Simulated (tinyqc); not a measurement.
Inside a calculation (part 3 of 3). Method: RHF in the sto-3g basis, for H3O+, spin multiplicity 1. Computed by tinyqc, a small Python program that keeps every step (integrals from PySCF). Command: `OMP_NUM_THREADS=1 python tinyqc.py 25663 25664 out.jsonl` (the two numbers bound the seeds that draw the settings). One thread of a shared host (Intel(R) Xeon(R) Processor @ 2.60GHz), about 0.06 s of CPU time with the checks.

Geometry (angstrom):
```
atom          x          y         z
O      0.000000   0.000000  0.263000
H      1.000000   0.000000  0.000000
H     -0.500000   0.866000  0.000000
H     -0.500000  -0.866000  0.000000
```

## Populations, bond orders and dipole

D after iteration 13:
```
            1O 1s      1O 2s     1O 2px     1O 2py     1O 2pz      2H 1s      3H 1s      4H 1s
1O 1s    2.096934  -0.394928  -0.000001   0.000000  -0.059390  -0.048204  -0.048203  -0.048203
1O 2s   -0.394928   1.674543   0.000008   0.000000   0.325928   0.131589   0.131579   0.131579
1O 2px  -0.000001   0.000008   0.984218   0.000000  -0.000005   0.572459  -0.286230  -0.286230
1O 2py   0.000000   0.000000   0.000000   0.984219   0.000000   0.000000   0.495767  -0.495767
1O 2pz  -0.059390   0.325928  -0.000005   0.000000   1.854033  -0.178925  -0.178924  -0.178924
2H 1s   -0.048204   0.131589   0.572459   0.000000  -0.178925   0.366782  -0.132665  -0.132665
3H 1s   -0.048203   0.131579  -0.286230   0.495767  -0.178924  -0.132665   0.366785  -0.132666
4H 1s   -0.048203   0.131579  -0.286230  -0.495767  -0.178924  -0.132665  -0.132666   0.366785
```

overlap S:
```
           1O 1s     1O 2s     1O 2px     1O 2py     1O 2pz      2H 1s      3H 1s      4H 1s
1O 1s   1.000000  0.236704   0.000000   0.000000   0.000000   0.044952   0.044955   0.044955
1O 2s   0.236704  1.000000   0.000000   0.000000   0.000000   0.425810   0.425823   0.425823
1O 2px  0.000000  0.000000   1.000000   0.000000   0.000000   0.353635  -0.176825  -0.176825
1O 2py  0.000000  0.000000   0.000000   1.000000   0.000000   0.000000   0.306260  -0.306260
1O 2pz  0.000000  0.000000   0.000000   0.000000   1.000000  -0.093006  -0.093010  -0.093010
2H 1s   0.044952  0.425810   0.353635   0.000000  -0.093006   1.000000   0.182200   0.182200
3H 1s   0.044955  0.425823  -0.176825   0.306260  -0.093010   0.182200   1.000000   0.182211
4H 1s   0.044955  0.425823  -0.176825  -0.306260  -0.093010   0.182200   0.182211   1.000000
```

Mulliken: Z minus the diagonal of D S on the atom; Loewdin: the same with S^(1/2) D S^(1/2); Mayer order: 2 sum_s sum (D(s) S)_ij (D(s) S)_ji over the two atoms.

Charges (e):
```
atom   Mulliken   Loewdin
1O    -0.225832  0.013172
2H     0.408614  0.328948
3H     0.408609  0.328940
4H     0.408609  0.328940
```

Mayer bond orders:
```
pair     order
2-1   0.803885
3-1   0.803890
3-2   0.014575
4-1   0.803890
4-2   0.014575
4-3   0.014574
```

dipole moment about the origin, x y z (debye): 0.000023  0.000000  -0.721654
